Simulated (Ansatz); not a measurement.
A calculation with Ansatz (development build ahead of 0.2.0).

```yaml
crystal:
  periodic: [false, false, false]
  atoms:
    - { symbol: C, position_ang: [-0.03347, -0.47735, -0.14822] }
    - { symbol: C, position_ang: [-0.03416, -0.48892, 1.18521] }
    - { symbol: C, position_ang: [0.04705, 0.75725, -0.98714] }
    - { symbol: H, position_ang: [-0.00562, -1.41771, -0.7009] }
    - { symbol: H, position_ang: [0.00774, -1.43734, 1.73996] }
    - { symbol: H, position_ang: [-0.02513, 0.49522, 1.76917] }
    - { symbol: H, position_ang: [0.04512, 1.70013, -0.39028] }
    - { symbol: H, position_ang: [0.89193, 0.78446, -1.58725] }
    - { symbol: H, position_ang: [-0.8878, 0.83677, -1.65686] }
basis:
  gaussian: { orbitals: "6-31G" }
hamiltonian:
  xc: hf
correlation:
  method: mp2
  frozen_orbitals: { C: 1, H: 0 }
```

The input is written out in the form of the current development build from the run's settings.

Results

```yaml
Converged: yes
Reference_energy: -117.01836 hartree
Correlation_energy: -0.27222 hartree
Total_energy: -117.29058 hartree
Spin_squared_of_the_determinant: 0.000
```
